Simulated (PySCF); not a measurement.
Species: C₃H₅F₃.
SMILES with atom numbers: `[CH3:1][CH2:2][C:3]([F:4])([F:5])[F:6]` (hydrogens: H7, H8, H9 on C1; H10, H11 on C2)

The geometry is computed with GFN2-xTB (gas phase).

Entries marked ? are missing. Bonds in one row agree within 0.01 Å.

| coordinate | value |
| --- | --- |
| C1–C2 | ? |
| C2–C3 | ? |
| C3–F4, C3–F5, C3–F6 | ? |
| C1–H7, C1–H8, C1–H9 | 1.087 Å |
| C2–H10, C2–H11 | 1.091 Å |
| C1–C2–C3 | ? |
| C2–C3–F4 | ? |
| C2–C3–F5 | ? |
| F4–C3–F5 | ? |

Task: Fill in the missing values.

Result: 
- C1–C2 = 1.525 Å, drawn single (methyl carbon to chain CH2 carbon); equal to the sum of covalent radii, 1.52 Å.
- C2–C3 = 1.515 Å, drawn single (chain CH2 carbon to CF3 carbon); 0.01 Å below the sum of covalent radii, 1.52 Å.
- C3–F4, C3–F5, C3–F6 = 1.342 Å, drawn single (CF3 carbon to fluorine of a CF3 group); 0.01 Å above the sum of covalent radii, 1.33 Å.
- C1–C2–C3 = 110.9°, at the chain CH2 carbon; the outer atoms are 2.503 Å apart.
- C2–C3–F4 = 112.6°, at the CF3 carbon; the outer atoms are 2.379 Å apart.
- C2–C3–F5 = 112.0°, at the CF3 carbon; the outer atoms are 2.371 Å apart.
- F4–C3–F5 = 106.4°, at the CF3 carbon; the outer atoms are 2.150 Å apart.

Radii are Cordero's, carbon taken as 0.76, 0.73 or 0.69 Å for four, three, and two or fewer neighbours.

Whether it is a minimum is left open (no frequencies).

Shape of the structure used: `[CH3:1][CH2:2][C:3]([F:4])([F:5])[F:6]`: C1–C2–C3–F4 -60°.
